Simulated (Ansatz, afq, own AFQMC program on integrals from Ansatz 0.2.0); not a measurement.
Cl, doublet: AFQMC among the cluster methods

A free Cl atom.

Basis cc-pVQZ. Only valence electrons are correlated. Ansatz 0.2.0 and our own AFQMC program on the same integrals; the CISD trial comes from CCSD amplitudes, and released means the phaseless constraint is let go. Uncertainties: one standard error, sampling alone.

Determinant: UHF, the one that the program's search chose, which needn't be the lowest solution.

No full CI on the walks' own integrals is used here; CCSDT(Q) serves as the reference and is uncertain by about the last step of the cluster series.

Cautions: the released energies are still falling, so no released level is given (meV from the phaseless value at times in 1/Eh: -3 ± 3 at 0.24, -7.6 ± 2.1 at 0.51, -11.5 ± 1.6 at 0.99, -12 ± 3 at 1.62, -16 ± 3 at 2.40), though the last usable value meets CCSDT(Q) within the noise.

```
T1 diagnostic                               : 0.0076
weight of the determinant in the CISD state : 0.928
⟨S²⟩ of the determinant                     : 0.760
size of the correlated space                : 7 electrons in 54 orbitals
```

Reference: CCSDT(Q), correlation energy -5.582 eV.

| level | E − E(reference) (kJ/mol) | share of correlation (%) |
| --- | --- | --- |
| HF | 538.6 | 0.00 |
| MP2 | 79.5 | 85.24 |
| CCSD | 21.2 | 96.06 |
| CCSD(T) | 2.5 | 99.54 |
| CCSDT | 0.6 | 99.89 |
| ph-AFQMC/HF | 10.2 ± 1.7 | 98.11 |
| ph-AFQMC/CISD | 1.2 ± 0.3 | 99.78 |

A walk keeps the symmetry of its determinant, which the program's search chose and which needn't be the lowest solution, so a lower state of the same spin and another symmetry isn't excluded.
